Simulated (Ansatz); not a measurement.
## CsAg3: from a trial structure to a relaxed crystal

These are results of DFT PBE, scalar-relativistic, plane waves, PAW in Ansatz 0.2.0, not measurements. Cutoff 420 eV, Γ-centred k mesh, Gaussian smearing, no spin polarisation in the final step.

The start puts CsAg3 on the Cu3Au (L1_2) structure type (Pm-3m, No. 221), with Cs in place of Au, Ag in place of Cu, at a guessed volume.

```
Cs Ag
1.0
     4.66844    0.00000    0.00000
     0.00000    4.66844    0.00000
     0.00000    0.00000    4.66844
Cs Ag
1 3
Direct
  0.00000 0.00000 0.00000
  0.00000 0.50000 0.50000
  0.50000 0.00000 0.50000
  0.50000 0.50000 0.00000
```

Cell and atoms relax at zero pressure; the relaxation can't lower the symmetry of the start.

Formation energies are uncorrected and refer to the elements' standard structures at the same level.

(1) Describe the relaxed structure.

(2) What are its volume, energy, density and gap?

Results:

(1) It keeps Pm-3m (No. 221). The result has the Cu3Au (L1_2) structure. Conventional cell: a = 4.847 Å. Cs is coordinated by 12 Ag at 3.43 Å; Ag has 4 Cs at 3.43 Å and 8 Ag at 3.43 Å.

```
Cs Ag
1.0
     4.84702    0.00000    0.00000
     0.00000    4.84702    0.00000
     0.00000    0.00000    4.84702
Cs Ag
1 3
Cartesian
  0.0000 0.0000 0.0000
  0.0000 2.4235 2.4235
  2.4235 0.0000 2.4235
  2.4235 2.4235 0.0000
```

(2) The volume per atom is 28.47 Å³, the density is 6.66 g/cm³ and the energy over the elements is 0.54 eV/atom. The gap on the 10×10×10 mesh is 0 eV (a metal).

The final run used a 10×10×10 mesh on its 4-atom cell and 0.10 eV smearing. For metals, differences of a few meV/atom aren't resolved. Symmetry constrained the relaxation, so the result can be a saddle point.

Cost: 3 runs of about 1.9 core-minutes in all, on Arm Neoverse V1 (shared hosts).